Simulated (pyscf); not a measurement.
Thermochemistry of product channels of O=Nb(=O)–Cl (SMILES [O]=[Nb](=[O])[Cl]) + H• (SMILES [H]) on the doublet surface, in eV, from ωB97M-D3(BJ)/def2-TZVP energies (ideal gas, 1 atm, RRHO with modes under 100 cm⁻¹ raised to 100, one conformer, R ln 2 for chiral ones without a mode under 150 cm⁻¹). Structures and frequencies: ωB97X-D3(BJ)/def2-SVP in PySCF.

```tsv
products	ΔE	ΔH(298 K)	ΔG(600 K)	ΔG(900 K)
[O–NbH(=O)–Cl]• (SMILES [O][NbH](=[O])[Cl])	-0.97	-0.86	-0.23	…
[O=Nb(OH)–Cl]• (SMILES [O]=[Nb]([OH])[Cl])	…	-3.04	-2.46	-2.16
```

Task: Complete the blanks.

Result: 
- [O–NbH(=O)–Cl]• (SMILES [O][NbH](=[O])[Cl]), ΔG(900 K): +0.10
- [O=Nb(OH)–Cl]• (SMILES [O]=[Nb]([OH])[Cl]), ΔE: -3.28

The channel to [O–NbH(=O)–Cl]• turns unfavourable between 298 and 1200 K (ΔG from -0.55 eV to +0.42 eV).

These are energies of the channels, which say nothing of barriers. Open-shell species with a d-block atom are single-reference here; other states, and whether the spin sits on metal or ligand, were not checked. Elements past Kr carry the def2 core potentials, without spin-orbit coupling.
